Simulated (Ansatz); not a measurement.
Species: dihydrogen, H2, charge 0, multiplicity 1. 
Structure (B3LYP-D3(BJ)/def2-TZVP (Ansatz, a program for electronic structure) minimum search):
SMILES: [H][H]
```xyz
2

H      0.0000     0.0000    -0.3720
H      0.0000     0.0000     0.3720
```
Charge 0, spin multiplicity 1.

Basis-set convergence of Hartree-Fock and CCSD correlation energies (hartree) with Ansatz. No spin-orbit coupling. No relativistic terms.

```tsv
basis	functions	E(HF)	E(corr, CCSD)
cc-pVDZ	-	-1.12874	-0.03475
cc-pVTZ	28	-1.13293	-0.03941
cc-pVQZ	60	-1.13342	-0.04037
cc-pV5Z	110	-1.13357	-0.04065
```

Extrapolating the two largest sets (X = 4 and 5) as X^-3: E(corr) = (125·(-0.04065) - 64·(-0.04037))/61 = -0.0409 Eh, an estimate of the basis-set limit. The largest set recovers 99.3 % of it, the smallest 84.9 %.
